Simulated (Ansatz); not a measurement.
## Smallest direct gap on the k points sampled of fluorite CeO2 at several levels of theory

No measured value is used here.

| level (code) | value (eV) | cell (Å³/atom) |
|---|---|---|
| LDA+SOC (Ansatz) | 1.96 | 13.19 |
| PBE-D4 (Ansatz) | 2.03 | 13.34 |
| r²SCAN+rVV10 (Ansatz) | … | 13.28 |
| Hartree–Fock (Ansatz) | 14.11 | 13.19 |

Complete the blanks.


- r²SCAN+rVV10 (Ansatz, a quantum-chemistry and plane-wave program), value (eV): 2.33

At these levels the smallest gap is indirect and lower: LDA+SOC 1.85, PBE-D4 1.95, r²SCAN+rVV10 2.23, Hartree–Fock 14.02 eV. Computed values are for a static lattice. Spin–orbit coupling is included only where a level's name says +SOC; with heavier elements it mostly lowers gaps and can invert bands. The crystal itself was run without spin with PBE-D4, r²SCAN+rVV10, Hartree–Fock; a magnetic state was not tried in these runs. Values are at the measured cell; PBE-D4 at the level's own equilibrium cell; r²SCAN+rVV10 at the level's own equilibrium cell. Cutoffs and k meshes differ between the levels. Ansatz's density-functional and Hartree–Fock values are scalar-relativistic unless marked +SOC, with PAW data made under PBE.
